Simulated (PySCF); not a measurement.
# One shape, several levels: NO2 (nitrogen dioxide)

Wanted: a comparison of 4 runs (U-wB97X-V/STO-3G, UM06-2X/STO-3G, UPBE0/STO-3G, UMP2/STO-3G) of NO2 (nitrogen dioxide). 

Program for the calculation: PySCF 2.14.0.

19 further runs of the same task are left out: 11 that didn't finish, 8 set aside as unsound or not needed.

## (1) The structure to begin with

NO2: 3 atoms, total charge 0, spin state doublet. SMILES: `[O]N=O`. The O1–N2 distance was set to 2.598 Å, away from the relaxed value. At this shape a bond of the SMILES string is far longer than usual.

Bond lengths: N2–O3 1.181 Å.

## (2) The energy at U-wB97X-V/STO-3G (run 1)

calc.py reads:

```python
from pyscf import gto, dft

mol = gto.Mole()
mol.atom = [
    ('O', (0.741172, -2.393208, 0.152760)),
    ('N', (-0.247880, -0.008390, -0.136210)),
    ('O', (0.046180, 1.100790, 0.141070)),
]
mol.verbose = 4
mol.spin = 1
mol.max_memory = 1860
mol.basis = 'sto-3g'
mol.charge = 0
mol.build()

mf = dft.UKS(mol, xc='wb97x-v')
mf.nlcgrids.level = 1
mf.conv_tol = 1e-10
mf.grids.level = 5
mf.kernel()
if not mf.converged:
    mf = mf.newton().run(mf.mo_coeff, mf.mo_occ)

e_final = mf.e_tot
print('E = %.10f Eh' % e_final)
```

Started as:

```console
$ OMP_NUM_THREADS=1 python calc.py
```

What it wrote:

```text
PySCF version 2.14.0

[INPUT] num. atoms = 3
[INPUT] num. electrons = 23
[INPUT] charge = 0
[INPUT] spin (= nelec alpha-beta = 2S) = 1
[INPUT] symmetry False subgroup None
[INPUT] Mole.unit = angstrom
[INPUT] Symbol           X                Y                Z      unit          X                Y                Z       unit  Magmom
[INPUT]  1 O      0.741172000000  -2.393208000000   0.152760000000 AA    1.400612091196  -4.522507679118   0.288674562789 Bohr   0.0
[INPUT]  2 N     -0.247880000000  -0.008390000000  -0.136210000000 AA   -0.468425311757  -0.015854802185  -0.257399595427 Bohr   0.0
[INPUT]  3 O      0.046180000000   1.100790000000   0.141070000000 AA    0.087267552432   2.080191620660   0.266583664392 Bohr   0.0

nuclear repulsion = 46.0159440084396
number of shells = 9
number of NR pGTOs = 45
number of NR cGTOs = 15
basis = sto-3g
ecp = {}

[... 45 lines left out ...]
WARN: HOMO -0.28884687083588 >= LUMO -0.288846870835875
[... 83 lines left out ...]
converged SCF energy = -202.139360683026  <S^2> = 1.7341803  2S+1 = 2.8172187
E = -202.1393606830 Eh
```

It took 41 s on 1 thread of Arm Neoverse V1, shared host; peak memory 0.18 GiB.

## (3) A single-point energy at UM06-2X/STO-3G (run 2)

input.py reads:

```python
from pyscf import gto, dft

mol = gto.M(
    atom=[
    ('O', (0.741172, -2.393208, 0.152760)),
    ('N', (-0.247880, -0.008390, -0.136210)),
    ('O', (0.046180, 1.100790, 0.141070)),
],
    basis='sto-3g',
    verbose=4,
    max_memory=1860,
    spin=1,
)

mf = dft.UKS(mol)
mf.xc = 'm06-2x'
mf.grids.level = 5
mf.conv_tol = 1e-10
mf.kernel()
if not mf.converged:
    mf = mf.newton().run(mf.mo_coeff, mf.mo_occ)

etot = mf.e_tot
print('Final energy', etot)
```

Started as:

```console
$ OMP_NUM_THREADS=1 python input.py
```

What it wrote:

```text
PySCF version 2.14.0

[INPUT] num. atoms = 3
[INPUT] num. electrons = 23
[INPUT] charge = 0
[INPUT] spin (= nelec alpha-beta = 2S) = 1
[INPUT] symmetry False subgroup None
[INPUT] Mole.unit = angstrom
[INPUT] Symbol           X                Y                Z      unit          X                Y                Z       unit  Magmom
[INPUT]  1 O      0.741172000000  -2.393208000000   0.152760000000 AA    1.400612091196  -4.522507679118   0.288674562789 Bohr   0.0
[INPUT]  2 N     -0.247880000000  -0.008390000000  -0.136210000000 AA   -0.468425311757  -0.015854802185  -0.257399595427 Bohr   0.0
[INPUT]  3 O      0.046180000000   1.100790000000   0.141070000000 AA    0.087267552432   2.080191620660   0.266583664392 Bohr   0.0

nuclear repulsion = 46.0159440084396
number of shells = 9
number of NR pGTOs = 45
number of NR cGTOs = 15
basis = sto-3g
ecp = {}

[... 35 lines left out ...]
[... the frontier-level lines of each cycle are left out ...]
[... 79 lines left out ...]
SCF not converged.
SCF energy = -202.092241924663 after 50 cycles  <S^2> = 1.6652276  2S+1 = 2.767835
[... 24 lines left out ...]
becke partition: Becke, JCP 88, 2547 (1988); DOI:10.1063/1.454033
pruning grids: <function nwchem_prune>
grids dens level: 5
symmetrized grids: False
atomic radii adjust function: <function treutler_atomic_radii_adjust>
small_rho_cutoff = 0
******** <class 'pyscf.dft.uks.UKS'> Newton solver flags ********
SCF tol = 1e-10
conv_tol_grad = None
max. SCF cycles = 50
direct_scf = True
direct_scf_tol = 1e-13
max_cycle_inner = 12
max_stepsize = 0.05
ah_start_tol = 1e+09
ah_level_shift = 0
ah_conv_tol = 1e-12
ah_lindep = 1e-14
ah_start_cycle = 1
ah_max_cycle = 40
ah_grad_trust_region = 2.5
kf_interval = 4
kf_trust_region = 5
canonicalization = True
Set conv_tol_grad to 1e-05
Initial guess E= -202.092241924663  |g|= 0.0378904
macro= 0  E= -202.095052034562  delta_E= -0.00281011  |g|= 0.00449113  3 KF 12 JK
macro= 1  E= -202.095228050989  delta_E= -0.000176016  |g|= 0.000372396  4 KF 18 JK
macro= 2  E= -202.095228144788  delta_E= -9.37989e-08  |g|= 4.13695e-05  2 KF 15 JK
macro= 3  E= -202.095228144788  delta_E= -5.68434e-14  |g|= 3.20097e-06  1 KF 2 JK
Canonicalize SCF orbitals
macro X = 4  E=-202.095228144788  |g|= 3.20097e-06  total 11 KF 52 JK
converged SCF energy = -202.095228144788  <S^2> = 1.7308837  2S+1 = 2.8148774
Final energy -202.09522814478802
```

It took 28 s on 1 thread of Arm Neoverse V1, shared host; peak memory 0.4 GiB.

## (4) A single-point energy at UPBE0/STO-3G (run 3)

job.py reads:

```python
from pyscf import gto, dft

molecule = gto.M(
    atom='O 0.741172 -2.393208 0.152760; N -0.247880 -0.008390 -0.136210; O 0.046180 1.100790 0.141070',
    basis='sto-3g',
    max_memory=1860,
    verbose=3,
    spin=1,
)

myscf = dft.UKS(molecule)
myscf.xc = 'pbe0'
myscf.grids.level = 5
myscf.conv_tol = 1e-10
myscf.kernel()
if not myscf.converged:
    myscf = myscf.newton().run(myscf.mo_coeff, myscf.mo_occ)

etot = myscf.e_tot
print('E = %.10f Eh' % etot)
```

Started as:

```console
$ OMP_NUM_THREADS=1 python job.py
```

What it wrote:

```text
WARN: HOMO -0.269348774343055 >= LUMO -0.269348774343056

converged SCF energy = -201.994389749184  <S^2> = 1.7513457  2S+1 = 2.8293785
E = -201.9943897492 Eh
```

Wall time 7.8 s (1 thread of Arm Neoverse V1, shared host); peak memory 0.18 GiB.

## (5) The energy at UMP2/STO-3G (run 4)

job.py reads:

```python
from pyscf import gto, scf, mp

molecule = gto.M(
    atom='''
O      1.400612    -4.522508     0.288675
N     -0.468425    -0.015855    -0.257400
O      0.087268     2.080192     0.266584
''',
    verbose=4,
    max_memory=1860,
    unit='bohr',
    basis='sto-3g',
    spin=1,
)

mf = scf.UHF(molecule)
mf.conv_tol = 1e-10
mf.kernel()
if not mf.converged:
    mf = mf.newton().run(mf.mo_coeff, mf.mo_occ)

pt = mp.MP2(mf, frozen=3).run()
energy = pt.e_tot
print('E(%s) = %.9f' % ('MP2', energy))
```

Started as:

```console
$ OMP_NUM_THREADS=1 python job.py
```

What it wrote:

```text
PySCF version 2.14.0

[INPUT] num. atoms = 3
[INPUT] num. electrons = 23
[INPUT] charge = 0
[INPUT] spin (= nelec alpha-beta = 2S) = 1
[INPUT] symmetry False subgroup None
[INPUT] Mole.unit = bohr
[INPUT] Symbol           X                Y                Z      unit          X                Y                Z       unit  Magmom
[INPUT]  1 O      0.741171951741  -2.393208169803   0.152760231362 AA    1.400612000000  -4.522508000000   0.288675000000 Bohr   0.0
[INPUT]  2 N     -0.247879835025  -0.008390104679  -0.136210214091 AA   -0.468425000000  -0.015855000000  -0.257400000000 Bohr   0.0
[INPUT]  3 O      0.046180236843   1.100790200738   0.141070177596 AA    0.087268000000   2.080192000000   0.266584000000 Bohr   0.0

nuclear repulsion = 46.015934624238
number of shells = 9
number of NR pGTOs = 45
number of NR cGTOs = 15
basis = sto-3g
ecp = {}

[... 98 lines left out ...]
SCF not converged.
SCF energy = -201.133325992205 after 50 cycles  <S^2> = 1.8851733  2S+1 = 2.9224465
[... 45 lines left out ...]
converged SCF energy = -201.133440708479  <S^2> = 1.8887745  2S+1 = 2.9249099
[... 1 line left out ...]
******** <class 'pyscf.mp.ump2.UMP2'> ********
nocc = (np.int64(9), np.int64(8)), nmo = (12, 12)
frozen orbitals 3
E(UMP2) = -201.373379793909  E_corr = -0.239939085430264
E(SCS-UMP2) = -201.28865136185  E_corr = -0.155210653371053
E_corr(same-spin) = -0.153134133629151
E_corr(oppo-spin) = -0.0868049518011131
E(MP2) = -201.373379794
```

Wall time 0.95 s (1 thread of Arm Neoverse V1, shared host); peak memory 0.12 GiB.

## (6) Overview of the runs

| run | level | nlc grid | integration grid | energy (Eh) | dipole moment (D) of the reference | HOMO energy (eV) | LUMO energy (eV) | wall time |
| --- | --- | --- | --- | --- | --- | --- | --- | --- |
| 1 | U-wB97X-V/STO-3G | 1 | 5 | -202.139361 | 0.49 | -6.03 | 2.97 | 41 s |
| 2 | UM06-2X/STO-3G | – | 5 | -202.095228 | 0.29 | -2.87 | -0.02 | 28 s |
| 3 | UPBE0/STO-3G | – | 5 | -201.994390 | 0.27 | -3.31 | 0.38 | 7.8 s |
| 4 | UMP2/STO-3G | – | – | -201.373380 | 2.06 | -3.45 | 1.67 | 0.95 s |

## (7) What came out

| quantity | value |
| --- | --- |
| run 4: total energy | -201.37338 Eh |
| run 4: dipole moment (Hartree–Fock density) | 2.06 D |
| run 4: HOMO energy (Hartree–Fock orbitals) (highest over α and β) | -3.45 eV |
| run 4: LUMO energy (Hartree–Fock orbitals) (lowest over α and β) | 1.67 eV |
| run 4: correlation energy (3 core orbitals frozen) | -239.9 mEh |
| run 4: ⟨S²⟩ of the reference determinant | 1.889 |

**Reading.** Over runs 1, 2, 3 the dipole moment (its size) runs from 0.27 D (UPBE0/STO-3G) to 0.49 D (U-wB97X-V/STO-3G). Totals of different functionals can't be ranked against each other. In runs 1, 2, 3, 4 the basis is minimal, so the values are rough. Spin contamination of the reference: run 4 ⟨S²⟩ = 1.89, run 3 ⟨S²⟩ = 1.75, run 1 ⟨S²⟩ = 1.73, run 2 ⟨S²⟩ = 1.73. Where it is this large, the reference is a mixture of spin states, and values that rest on it are in doubt. All runs together took 78 s, the longest 41 s.
